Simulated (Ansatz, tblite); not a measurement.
Cost and result up the ladder for (LiH)2 ring (Li₂H₂) (4 atoms). Charge 0, multiplicity 1. Geometry: PBE-D4/def2-TZVP.

```
atom   x (Å)   y (Å)   z (Å)
 Li1   0.804   0.684  -0.435
  H2   0.857  -1.006   0.004
 Li3  -0.804  -0.684   0.435
  H4  -0.857   1.006  -0.004
```

Ansatz on 4 threads of Intel Xeon on a shared host; xTB runs through tblite on one thread. Times are rough, summed over both states, and most runs start from the orbitals of an earlier one. PBE0-D4/def2-TZVP serves as the yardstick here, not as an exact answer. The other state is a triplet.

The xTB rows come from tblite.

xTB has no spin-polarisation term.

```json
{"level": "GFN2-xTB", "functions": "10", "wall time": "0.006 s"}
{"level": "GFN1-xTB", "functions": "12", "wall time": "0.01 s"}
{"level": "PBE-D4/def2-TZVP (with forces)", "functions": "40", "wall time": "1.5 s"}
{"level": "PBE0-D4/def2-TZVP", "functions": "40", "wall time": "2.1 s"}
{"level": "r2SCAN-D4/def2-TZVP", "functions": "40", "wall time": "4.2 s"}
```

**Question.** Estimate what each level gives for the vertical triplet (eV).

**Answer.** 
```
                         level  vertical triplet (eV)  difference from PBE0-D4/def2-TZVP (eV)
                      GFN2-xTB                   5.22                                    1.14
                      GFN1-xTB                   4.38                                    0.30
PBE-D4/def2-TZVP (with forces)                   3.80                                   -0.28
             PBE0-D4/def2-TZVP                   4.08                                    0.00
           r2SCAN-D4/def2-TZVP                   3.97                                   -0.11
```
